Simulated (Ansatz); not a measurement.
## Isomers and spin states of AlSiH

Ansatz 0.2.0, functionals in def2-QZVPP, HF, MP2 and coupled cluster extrapolated from def2-TZVPP and def2-QZVPP (exp(−7.88 √X), X^−2.97); geometries are PBE0/def2-TZVP minima. Wave-function levels freeze the cores; HF, MP2 and coupled cluster are restricted for singlets and unrestricted otherwise, Kohn–Sham unrestricted where that lies lower. The best estimate adds to that CCSD(T) limit the step from CCSD(T) to the highest level run in a smaller set (CCSDT(Q)/cc-pVDZ). It lacks core correlation, which semilocal and hybrid functionals hold and which counts in their errors here, (a few kJ/mol in atomization energies of light atoms) is good to about 1 kcal/mol where the step is under 0.06 eV, as here, and is no measured value. Energies are electronic, without zero-point terms. No spin–orbit coupling and no scalar relativity. B2PLYP's MP2 part freezes the cores and isn't at its limit in this set. The species are chosen: bound, without strong static correlation by their natural occupations or amplitudes, and with a ladder that closes on the reference, so errors are smaller than for species at large; levels whose determinant breaks symmetry or spin markedly are left out.

A. triplet; Al–Si 2.333, Al–H 1.599, angle at Al 180°. Coordinates (Å): Si 0.000 0.000 2.089; Al 0.000 0.000 -0.245; H 0.000 0.000 -1.844
B. triplet; Al–Si 2.390, Si–H 1.598, angle at Si 57°. Coordinates (Å): Si 0.000 -0.036 1.165; Al 0.000 -0.012 -1.225; H 0.000 1.318 0.315

Q: From bonding and spin, estimate the order of these in energy at the best estimate, each at its own geometry.

A: At the best estimate, above the lowest of those listed: B (0.0 kJ/mol), A (30.8 kJ/mol).

```tsv
level	A less B (kJ/mol)
the best estimate	30.8
CCSD	28.9
CCSD(T)	30.9
PBE	35.4
BLYP	32.6
r2SCAN	30.8
B97M-V	18.4
B3LYP	31.9
wB97M-V	36.5
B2PLYP	31.0
```

Every level shown puts the same form lowest.

The geometries are PBE0's.
